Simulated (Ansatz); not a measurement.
# C4H6O, SMILES CC1=C(C)O1: a single point in a Gaussian basis

Program: the Ansatz DFT code, driven from Python.

Interactive session:
```pycon
>>> import json
>>> import ansatz as az
>>> molecule = (
...     az.Crystal.molecule()
...     .atom('C', (-1.7353, 0.9076, 0.325))
...     .atom('C', (-0.4483, 0.4968, 0.0567))
...     .atom('C', (0.5942, -0.1855, -0.1405))
...     .atom('C', (1.6854, -1.2127, -0.2742))
...     .atom('O', (0.7188, 1.1781, -0.2488))
...     .atom('H', (-1.8135, 1.6275, 1.1843))
...     .atom('H', (-2.4225, 0.1084, 0.5108))
...     .atom('H', (-2.1414, 1.521, -0.5512))
...     .atom('H', (2.4217, -1.083, 0.5003))
...     .atom('H', (2.0534, -1.2065, -1.2486))
...     .atom('H', (1.1529, -2.2086, -0.0932))
... )
>>> model = molecule.calculation().basis(gaussian='cc-pVDZ').functional('b3lyp', dispersion='d4')
>>> out = model.run(threads=1)

>>> report = out.report
>>> report['mean_field']['state']['spin_squared']
-9.592326932761353e-14
>>> {key: value for key, value in report.items() if isinstance(value, (int, float)) and 'ev' in key}
{'free_energy_ev': -6288.987668206293, 'reference_energy_ev': -6288.706737192508}
>>> report['positions_ang']
[[-1.7353, 0.9076, 0.325], [-0.4483, 0.4968, 0.0567], [0.5942, -0.1855, -0.1405], [1.6854, -1.2127, -0.2742], [0.7188, 1.1781, -0.2488], [-1.8135, 1.6275, 1.1843], [-2.4225, 0.1084, 0.5108], [-2.1414, 1.521, -0.5512], [2.4217, -1.083, 0.5003], [2.0534, -1.2065, -1.2486], [1.1529, -2.2086, -0.0932]]
>>> for key in ('converged', 'free_energy_ev', 'reference_energy_ev', 'n_frozen', 'n_occupied', 'n_virtual'):
...     print(f'{key:22s} {report[key]}')
...
converged              True
free_energy_ev         -6288.987668206293
reference_energy_ev    -6288.706737192508
n_frozen               0
n_occupied             [19, 19]
n_virtual              [81, 81]
>>> state = report['mean_field']['state']
>>> print(f'mean field: {state["energy"]["hartree"]:.7f} Ha, <S^2> = {abs(state["spin_squared"]):.4f}, stability: {state.get("stability", {}).get("kind")}')
mean field: -231.1057100 Ha, <S^2> = 0.0000, stability: minimum
>>> with open('c4h6o.json', 'w') as handle:
...     json.dump({k: report[k] for k in ('free_energy_ev', 'reference_energy_ev', 'n_occupied', 'n_virtual')}, handle, indent=1)
...
```

File `c4h6o.json` afterwards:
```json
{
 "free_energy_ev": -6288.987668206293,
 "reference_energy_ev": -6288.706737192508,
 "n_occupied": [
  19,
  19
 ],
 "n_virtual": [
  81,
  81
 ]
}
```

What to keep in mind:
- Total energies depend on the basis set; only differences at equal settings carry meaning.
- The geometry is a force-field or estimated start, not a minimum of this method, and the basis set is short of its limit.
- Total less reference energy is the dispersion correction.
- b3lyp holds the VWN-RPA fit, as in Gaussian; the form of ORCA and Turbomole is b3lyp5.
- Finished in 2.1 s on 1 thread of AMD EPYC 9R14 (Zen 4), on a shared host, peak memory 0.24 GiB.

(Lines on the test bed's own set-up are left out of the output.)
